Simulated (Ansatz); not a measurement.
This geometry of ClH$_{2}$MgN (5 atoms, charge 0, multiplicity 1) is a first-order saddle point.

Theory: RKS PBE-D4/STO-3G (Ansatz 0.2.0).

```xyz
5
Properties=species:S:1:pos:R:3
N -0.480 0.544 -0.509
Mg 0.506 -0.581 0.499
Cl 1.664 -1.901 1.682
H -0.590 1.573 -0.368
H -1.052 0.292 -1.346
```

Question: Which two structures does it join? (They come from a converged band through this point; their orientation in space is the band's.)

Answer: No bond is made or broken. The height of N1 over the plane of its neighbours goes from 0.53 to -0.53 Å. The two ends are copies of one structure, up to a mirror image or an exchange of like atoms.

Image 0:

```xyz
5
Properties=species:S:1:pos:R:3
N -0.926 0.475 -0.208
Mg 0.540 -0.527 0.412
Cl 2.027 -1.745 1.307
H -0.571 1.484 -0.301
H -1.020 0.239 -1.251
```

Image 10:

```xyz
5
Properties=species:S:1:pos:R:3
N -0.241 0.675 -0.794
Mg 0.517 -0.533 0.432
Cl 1.601 -1.869 1.671
H -0.689 1.450 -0.200
H -1.138 0.205 -1.150
```

Question: How far does it lie above each of them?

Answer: 0.109 eV above the first and 0.109 eV above the second. This is the barrier of this one path; another mechanism may lie lower. Limits of this set-up: minimal basis.

Time of the run: 17 s on 1 thread of Intel(R) Xeon(R) 6975P-C (Granite Rapids), with other jobs on the host, peak memory 0.09 GiB.
